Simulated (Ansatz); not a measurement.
B(CO)H3 (CH3BO). The state is a singlet with charge 0. Geometry relaxed at PBE-D4/def2-TZVP.

Cartesian coordinates in Å:
```
B -0.3128 -0.0108 0.4304
C 0.5754 0.0080 -0.7836
O 1.2463 0.0345 -1.7092
H 0.0006 0.9806 1.0626
H -0.0630 -1.0509 1.0081
H -1.4466 0.0385 -0.0084
```

(1) Estimate the harmonic wavenumbers at RKS PBE-D4/def2-TZVP (Ansatz, unscaled). Is this a minimum?

Results:

(1) 290, 291, 775, 778, 796, 1042, 1052, 1053, 2134, 2411, 2481, 2487 cm⁻¹. Yes, no mode is imaginary beyond noise. Zero-point energy 93.2 kJ/mol. Hardware: 2 threads of AMD EPYC 7R43 on a shared host. Wall time 23 s.
